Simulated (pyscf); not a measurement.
## Four-centre exchange: HO–Ga(OH)–F (SMILES [OH][Ga]([OH])[F]) + H₂ (SMILES [H][H]) -> HO–Ga(OH)–F (SMILES [OH][Ga]([OH])[F]) + H₂ (SMILES [H][H])

Gas phase, singlet surface, charge 0. Bonds broken: O1–H7, H5–H8. Bonds formed: O1–H5, H7–H8. Single points on ωB97X-D3(BJ)/def2-SVP structures (PySCF, gas phase).

Transition state (Å):

```xyz
8

O     -0.5623    -1.1391     0.7560
Ga    -0.0424     0.3261    -0.1358
O      1.0268     1.5623     0.5257
F     -0.6461     0.5284    -1.7539
H     -1.6053    -1.7433     0.8351
H      1.3645     1.3695     1.4079
H     -1.1576    -1.3510     1.7757
H     -2.1178    -1.9436     1.8169
```

One imaginary mode, 2755i cm⁻¹; descent along it reached the two sides named.

```csv
bond,change,reactant side (Å),saddle,product side
O1–H7,breaks,0.963,1.200,2.506
H5–H8,breaks,0.761,1.126,3.5
O1–H5,forms,2.476,1.208,0.965
H7–H8,forms,3.3,1.129,0.762
```

Electronic energies relative to the separated reactants (eV):

```tsv
level	barrier	reaction energy	reverse barrier
ωB97X-D3(BJ)/def2-TZVP	3.03	0.00	3.03
PBE/def2-TZVP	2.57	0.00	2.57
r²SCAN/def2-TZVP	2.79	0.00	2.79
B3LYP-D3(BJ)/def2-TZVP	2.89	0.00	2.89
PBE0-D3(BJ)/def2-TZVP	2.81	0.00	2.81
M06-2X/def2-TZVP	3.05	0.00	3.05
ωB97M-D3(BJ)/def2-TZVP	2.95	0.00	2.95
HF/def2-TZVP	3.83	0.00	3.83
```

With ωB97M-D3(BJ)/def2-TZVP energies and thermal terms (ideal gas, 1 atm, RRHO with modes under 100 cm⁻¹ raised to 100, one conformer, R ln 2 for chiral ones without a mode under 150 cm⁻¹), in eV:

| T (K) | ΔH‡ | ΔG‡ | ΔH | ΔG |
|---|---|---|---|---|
| 298 | 2.84 | 3.16 | 0.00 | 0.00 |
| 600 | 2.82 | 3.49 | 0.00 | 0.00 |
| 900 | 2.82 | 3.83 | 0.00 | 0.00 |
| 1200 | 2.84 | 4.16 | 0.00 | 0.00 |

The same reactants have a lower exit, to H₂O + HO–GaH–F (barrier +0.96 eV at ωB97M-D3(BJ)/def2-TZVP, against +2.95 eV here). One saddle was located; it need not be the lowest between these sides. Elements up to Kr have no core potential and no relativistic terms here.
